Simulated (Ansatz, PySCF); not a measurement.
This Ansatz (an electronic-structure program) input computes a r2SCAN/def2-TZVPD energy:

Ansatz 0.2 input:
```yaml
crystal:
  periodic: [false, false, false]
  atoms:
    - {symbol: C, position_ang: [0.00789295, 0.76166946, -0.01439154]}
    - {symbol: C, position_ang: [-0.00789295, -0.76166946, 0.01439154]}
    - {symbol: O, position_ang: [1.03758682, 1.37942623, -0.02599294]}
    - {symbol: H, position_ang: [-0.99194739, 1.23600258, -0.02342361]}
    - {symbol: O, position_ang: [-1.03758682, -1.37942623, 0.02599294]}
    - {symbol: H, position_ang: [0.99194739, -1.23600258, 0.02342361]}
basis:
  gaussian:
    orbitals: def2-TZVPD
hamiltonian:
  xc: {name: r2SCAN}
output: {forces: true}
```

**Question.** Write an input for the same energy in PySCF and say what it gives.

**Answer.** 
```python
from pyscf import gto, scf, dft

mol = gto.M(
    atom='''
    C     0.00789295    0.76166946   -0.01439154
    C    -0.00789295   -0.76166946    0.01439154
    O     1.03758682    1.37942623   -0.02599294
    H    -0.99194739    1.23600258   -0.02342361
    O    -1.03758682   -1.37942623    0.02599294
    H     0.99194739   -1.23600258    0.02342361
    ''',
    basis='def2-tzvpd',
    charge=0,
    spin=0,
    verbose=4,
)

mf = dft.RKS(mol, xc='r2scan').density_fit(auxbasis='def2-universal-jkfit')
mf.grids.level = 4
mf.conv_tol = 1e-9
mf.max_cycle = 100
mf.max_memory = 1500
mf.kernel()
if not mf.converged:
    mf = mf.newton()
    mf.kernel(mf.make_rdm1())
mf.analyze()
```
It gives -227.79658 Eh, and Ansatz -227.79653 Eh, a difference of 0.05 mEh, from the treatment of integrals and grids.
